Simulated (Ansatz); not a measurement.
# CH3BCl+: structure from calculated spectroscopic constants

These gas-phase data were calculated for one isomer of CH3BCl+ at PBE-D3(BJ)/def2-SVP (harmonic, unscaled wavenumbers; equilibrium rotational constants with average atomic masses):

| Property | Result |
| --- | --- |
| rotational constants | 47.26, 5.903, 5.506 GHz |
| all wavenumbers above 1500 cm⁻¹ | 3018, 2583, 2499 |

Candidates:

(1) `C[B+]Cl`, a singlet
(2) `B[CH+]Cl`, a singlet

Q: Assign the data to one candidate and say why.

A: Candidate (2). The band at 2583 cm⁻¹ lies where the B–H stretch is expected; (1) has no mode between 2350 and 2900 cm⁻¹.

The same quantities for all candidates:

```tsv
	rotational constants (GHz)	wavenumbers above 1500 cm⁻¹	E above the lowest, PBE-D3(BJ)/def2-SVP (kcal/mol)
(1)	152.4, 4.456, 4.456	3030, 3030, 2934	0.0
(2)	47.26, 5.903, 5.506	3018, 2583, 2499	72.2
```

Each candidate is one conformer. Programs: Ansatz 0.2.0.
